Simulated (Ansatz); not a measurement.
# BSiH₂ (quartet): RPA-PBE over vertical spin and charge gaps, cc-pVTZ

Aim: run BSiH₂ (quartet) with these functionals over vertical spin and charge gaps, and hold them against the top wave-function level at the same points.

The runs use Ansatz 0.2.0, Gaussian basis; cc-pVTZ, all electrons in the functionals, frozen cores in the correlation of double hybrids and RPA.

The runs, in order: RPA-PBE, at charge 0, quartet; charge 0, doublet; charge 0, sextet; charge 1, triplet; charge 1, quintet.

3 further runs of the same task are left out: 3 set aside as unsound or not needed.

### Step 1. What is computed

The geometry is a PBE0/def2-TZVP stationary point (not a proven minimum).

4 atoms, charge 0, spin multiplicity 4.

Atoms are counted from 1 here; the program's logs count them from 0.

Bond lengths: Si1–B2 1.915 Å, Si1–H3 1.512 Å, B2–H4 1.193 Å. Angles: B2–Si1–H3 126.7°, Si1–B2–H4 134.2°.

Coordinates:

```
Si    0.0000   -0.0471    0.5518
B     0.0000   -0.0605   -1.3633
H     0.0000    1.1711    1.4474
H     0.0000    0.7893   -2.2001
```

No dispersion term is added.

The geometry shown and the zero of energy belong to the point charge 0, quartet. The yardstick, UCCSDT(Q), and other wave-function levels (R restricted, U unrestricted, valence and pair active spaces) come from earlier runs.

### Step 2. RPA-PBE, charge 0, quartet

Contents of in.yaml:

```yaml
crystal:
  periodic: [false, false, false]
  atoms:
    - {symbol: Si, position_ang: [0.000000, -0.047060, 0.551810]}
    - {symbol: B, position_ang: [0.000000, -0.060513, -1.363344]}
    - {symbol: H, position_ang: [0.000000, 1.171072, 1.447364]}
    - {symbol: H, position_ang: [0.000000, 0.789266, -2.200146]}
basis:
  gaussian: {orbitals: cc-pVTZ}
magnetization: {spin_polarized: true, initial_magnetization: 3}
hamiltonian: {xc: {name: PBE}}
correlation: {method: rpa, electrons: outside_noble_gas}
```

The run is started by

```
> ansatz run in.yaml --threads 2 --pin off --events-out ev --progress --plain --max-ram 24576MiB --backend cuda --devices 0, --max-vram 18GiB
```

Log:

```text
Functional definition: PBE
  name "PBE"
  cite "Perdew, Burke & Ernzerhof, Phys. Rev. Lett. 77, 3865 (1996) doi:10.1103/PhysRevLett.77.3865"
  parent pbe
  parameter kappa = 0.804
  parameter beta = 0.06672455060314922
  exchange = pbe_x(kappa = kappa, mu = beta*pi^2/3)
  correlation = pbe_c(beta = beta)
536 factors; integrals over basis functions are off by at most 1.3e-3 eV
mean field evaluation 1: about -8573.3190 eV, gradient 2.0e1 eV
mean field evaluation 2: about -8573.3128 eV, gradient 2.0e1 eV
mean field evaluation 4: about -8576.2845 eV, gradient 5.3e0 eV
mean field evaluation 8: about -8576.6002 eV, gradient 1.3e-1 eV
mean field evaluation 16: about -8576.6003 eV, gradient 2.6e-5 eV
mean field -8576.60031978 eV, -315.1842483235 hartree, gradient 2.2e-6 eV, S^2 3.753966; 0 other end points of the search recorded, 0 dependent functions left out
6 core orbitals not correlated: weight in the atoms' cores, before any rotation towards them, 1.000 or more for the frozen orbitals, at most 0.000 for the correlated occupied ones
reference -8561.66391266 eV, -314.6353454861 hartree; 6, 3 occupied and 80, 83 virtual orbitals, 536 factors
Total energy: -8571.25808841 eV, -314.9879249416 hartree
```

Wall time 5.5 s (1 × H100 (card shared with other runs) with 2 threads of AMD EPYC 7R13, shared host); peak host memory 0.87 GiB.

From the report: ⟨S²⟩ of the determinant 3.754 (pure quartet: 3.75).

### Step 3. RPA-PBE, charge 0, doublet

in.yaml: that of step 2 with these lines changed.

```diff
@@ -9,3 +9,3 @@
   gaussian: {orbitals: cc-pVTZ}
-magnetization: {spin_polarized: true, initial_magnetization: 3}
+magnetization: {spin_polarized: true, initial_magnetization: 1}
 hamiltonian: {xc: {name: PBE}}
```

Same command.

Log:

```text
Functional definition: PBE
  name "PBE"
  cite "Perdew, Burke & Ernzerhof, Phys. Rev. Lett. 77, 3865 (1996) doi:10.1103/PhysRevLett.77.3865"
  parent pbe
  parameter kappa = 0.804
  parameter beta = 0.06672455060314922
  exchange = pbe_x(kappa = kappa, mu = beta*pi^2/3)
  correlation = pbe_c(beta = beta)
536 factors; integrals over basis functions are off by at most 1.3e-3 eV
mean field evaluation 1: about -8569.6855 eV, gradient 2.9e1 eV
mean field evaluation 2: about -8569.6797 eV, gradient 2.9e1 eV
mean field evaluation 4: about -8575.1489 eV, gradient 9.5e0 eV
mean field evaluation 8: about -8576.2953 eV, gradient 6.3e-1 eV
mean field evaluation 16: about -8576.3099 eV, gradient 2.1e-2 eV
mean field evaluation 32: about -8576.5681 eV, gradient 2.2e-2 eV
mean field evaluation 64: about -8576.3100 eV, gradient 4.1e-3 eV
mean field evaluation 96: about -8576.3103 eV, gradient 8.9e-2 eV
mean field evaluation 128: about -8576.3292 eV, gradient 1.2e0 eV
mean field evaluation 160: about -8576.5681 eV, gradient 5.9e-2 eV
mean field evaluation 192: about -8576.1645 eV, gradient 7.3e-3 eV
mean field evaluation 224: about -8571.2172 eV, gradient 1.6e1 eV
mean field evaluation 256: about -8576.2703 eV, gradient 1.3e0 eV
mean field -8576.56812138 eV, -315.1830650542 hartree, gradient 2.3e-6 eV, S^2 1.468117; 14 other end points of the search recorded, 0 dependent functions left out
6 core orbitals not correlated: weight in the atoms' cores, before any rotation towards them, 1.000 or more for the frozen orbitals, at most 0.000 for the correlated occupied ones
reference -8561.05924643 eV, -314.6131244119 hartree; 5, 4 occupied and 81, 82 virtual orbitals, 536 factors
Total energy: -8571.20031748 eV, -314.9858018991 hartree
```

Wall time 12 s (1 × H100 (card shared with other runs) with 2 threads of AMD EPYC 7R13, shared host); peak host memory 0.87 GiB.

From the report: ⟨S²⟩ of the determinant 1.468 (pure doublet: 0.75). The determinant is far from a pure spin state, so its energy mixes those of several spin states (harmless only where they are near-degenerate, as at dissociation).

From charge 0, quartet: +5.6 kJ/mol.

### Step 4. RPA-PBE, charge 0, sextet

in.yaml: that of step 3 with these lines changed.

```diff
@@ -9,3 +9,3 @@
   gaussian: {orbitals: cc-pVTZ}
-magnetization: {spin_polarized: true, initial_magnetization: 1}
+magnetization: {spin_polarized: true, initial_magnetization: 5}
 hamiltonian: {xc: {name: PBE}}
```

Same command.

Log:

```text
Functional definition: PBE
  name "PBE"
  cite "Perdew, Burke & Ernzerhof, Phys. Rev. Lett. 77, 3865 (1996) doi:10.1103/PhysRevLett.77.3865"
  parent pbe
  parameter kappa = 0.804
  parameter beta = 0.06672455060314922
  exchange = pbe_x(kappa = kappa, mu = beta*pi^2/3)
  correlation = pbe_c(beta = beta)
536 factors; integrals over basis functions are off by at most 1.3e-3 eV
mean field evaluation 1: about -8568.4747 eV, gradient 1.8e1 eV
mean field evaluation 2: about -8568.4718 eV, gradient 1.8e1 eV
mean field evaluation 4: about -8570.5384 eV, gradient 7.3e0 eV
mean field evaluation 8: about -8571.1291 eV, gradient 3.5e-1 eV
mean field evaluation 16: about -8571.1308 eV, gradient 6.0e-4 eV
mean field -8571.13079976 eV, -314.9832471699 hartree, gradient 2.0e-6 eV, S^2 8.752457; 0 other end points of the search recorded, 0 dependent functions left out
6 core orbitals not correlated: weight in the atoms' cores, before any rotation towards them, 1.000 or more for the frozen orbitals, at most 0.000 for the correlated occupied ones
reference -8556.34386148 eV, -314.4398372112 hartree; 7, 2 occupied and 79, 84 virtual orbitals, 536 factors
Total energy: -8565.62413949 eV, -314.7808811376 hartree
```

Wall time 12 s (1 × H100 (card shared with other runs) with 2 threads of AMD EPYC 7R13, shared host); peak host memory 0.87 GiB.

From the report: ⟨S²⟩ of the determinant 8.752 (pure sextet: 8.75).

From charge 0, quartet: +543.6 kJ/mol.

### Step 5. RPA-PBE, charge 1, triplet

in.yaml: that of step 4 with these lines changed.

```diff
@@ -9,3 +9,4 @@
   gaussian: {orbitals: cc-pVTZ}
-magnetization: {spin_polarized: true, initial_magnetization: 5}
+total_charge: 1
+magnetization: {spin_polarized: true, initial_magnetization: 2}
 hamiltonian: {xc: {name: PBE}}
```

The command is unchanged.

Log:

```text
Functional definition: PBE
  name "PBE"
  cite "Perdew, Burke & Ernzerhof, Phys. Rev. Lett. 77, 3865 (1996) doi:10.1103/PhysRevLett.77.3865"
  parent pbe
  parameter kappa = 0.804
  parameter beta = 0.06672455060314922
  exchange = pbe_x(kappa = kappa, mu = beta*pi^2/3)
  correlation = pbe_c(beta = beta)
536 factors; integrals over basis functions are off by at most 1.3e-3 eV
mean field evaluation 1: about -8561.4394 eV, gradient 2.8e1 eV
mean field evaluation 2: about -8561.4329 eV, gradient 2.8e1 eV
mean field evaluation 4: about -8567.3995 eV, gradient 9.2e0 eV
mean field evaluation 8: about -8568.5152 eV, gradient 2.8e-1 eV
mean field evaluation 16: about -8568.5150 eV, gradient 2.6e-4 eV
mean field evaluation 32: about -8567.4762 eV, gradient 3.7e-1 eV
mean field evaluation 64: about -8557.0803 eV, gradient 1.5e1 eV
mean field evaluation 96: about -8567.4804 eV, gradient 1.1e-1 eV
mean field -8568.51504617 eV, -314.8871199988 hartree, gradient 6.6e-6 eV, S^2 2.012689; 8 other end points of the search recorded, 0 dependent functions left out
6 core orbitals not correlated: weight in the atoms' cores, before any rotation towards them, 1.000 or more for the frozen orbitals, at most 0.000 for the correlated occupied ones
reference -8553.70319310 eV, -314.3427944381 hartree; 5, 3 occupied and 81, 83 virtual orbitals, 536 factors
Total energy: -8562.98475757 eV, -314.6838856412 hartree
```

Wall time 8.5 s (1 × H100 (card shared with other runs) with 2 threads of AMD EPYC 7R13, shared host); peak host memory 0.87 GiB.

From the report: ⟨S²⟩ of the determinant 2.013 (pure triplet: 2.00).

From charge 0, quartet: +798.3 kJ/mol.

### Step 6. RPA-PBE, charge 1, quintet

in.yaml: that of step 5 with these lines changed.

```diff
@@ -10,3 +10,3 @@
 total_charge: 1
-magnetization: {spin_polarized: true, initial_magnetization: 2}
+magnetization: {spin_polarized: true, initial_magnetization: 4}
 hamiltonian: {xc: {name: PBE}}
```

Same command.

Log:

```text
Functional definition: PBE
  name "PBE"
  cite "Perdew, Burke & Ernzerhof, Phys. Rev. Lett. 77, 3865 (1996) doi:10.1103/PhysRevLett.77.3865"
  parent pbe
  parameter kappa = 0.804
  parameter beta = 0.06672455060314922
  exchange = pbe_x(kappa = kappa, mu = beta*pi^2/3)
  correlation = pbe_c(beta = beta)
536 factors; integrals over basis functions are off by at most 1.3e-3 eV
mean field evaluation 1: about -8559.0611 eV, gradient 2.7e1 eV
mean field evaluation 2: about -8559.0568 eV, gradient 2.7e1 eV
mean field evaluation 4: about -8564.5452 eV, gradient 6.8e0 eV
mean field evaluation 8: about -8565.0295 eV, gradient 4.0e-1 eV
mean field evaluation 16: about -8565.0306 eV, gradient 3.4e-4 eV
mean field evaluation 32: about -8554.1216 eV, gradient 1.5e1 eV
mean field -8565.03062790 eV, -314.7590699892 hartree, gradient 2.6e-6 eV, S^2 6.002314; 1 other end points of the search recorded, 0 dependent functions left out
6 core orbitals not correlated: weight in the atoms' cores, before any rotation towards them, 1.000 or more for the frozen orbitals, at most 0.000 for the correlated occupied ones
reference -8550.49369787 eV, -314.2248476641 hartree; 6, 2 occupied and 80, 84 virtual orbitals, 536 factors
Total energy: -8559.34057998 eV, -314.5499645847 hartree
```

Wall time 8 s (1 × H100 (card shared with other runs) with 2 threads of AMD EPYC 7R13, shared host); peak host memory 0.86 GiB.

From the report: ⟨S²⟩ of the determinant 6.002 (pure quintet: 6.00).

From charge 0, quartet: +1149.9 kJ/mol.

### Step 7. Against the wave-function levels

The yardstick is UCCSDT(Q), where the cluster series has nearly closed. It comes from earlier runs at the same points. Energies in kJ/mol, counted from charge 0, quartet; blanks weren't run or aren't comparable.

| level | quartet to doublet | quartet to sextet | ionisation to the triplet cation | ionisation to the quintet cation |
| --- | --- | --- | --- | --- |
| UCCSDT(Q) |  | 542.7 | 780.7 | 1134.9 |
| RPA-PBE | 5.6 | 543.6 | 798.3 | 1149.9 |

Largest miss and mean time a point (UCCSDT(Q) took 18 s a point; shared hosts):

| level | largest miss (kJ/mol) | where | time a point |
| --- | --- | --- | --- |
| RPA-PBE | +17.6 | ionisation to the triplet cation | 9.3 s |

### Step 8. What came out

```
                                   quantity                                            value
               quartet to sextet, UCCSDT(Q)                                     542.7 kJ/mol
ionisation to the triplet cation, UCCSDT(Q)                                     780.7 kJ/mol
ionisation to the quintet cation, UCCSDT(Q)                                    1134.9 kJ/mol
                      largest miss, RPA-PBE  +17.6 kJ/mol (ionisation to the triplet cation)
```

**Reading.** Misses are known at 3 of 4 points at best, and only functionals with that many are ranked. RPA-PBE strays by up to 17.6 kJ/mol, at ionisation to the triplet cation. RPA-PBE clearly breaks the spin symmetry at some points (⟨S²⟩ up to 0.72 above the pure value), so energy there is bought with a mixed spin. Functionals and the yardstick converge differently with the basis, so part of each miss in cc-pVTZ is the basis.
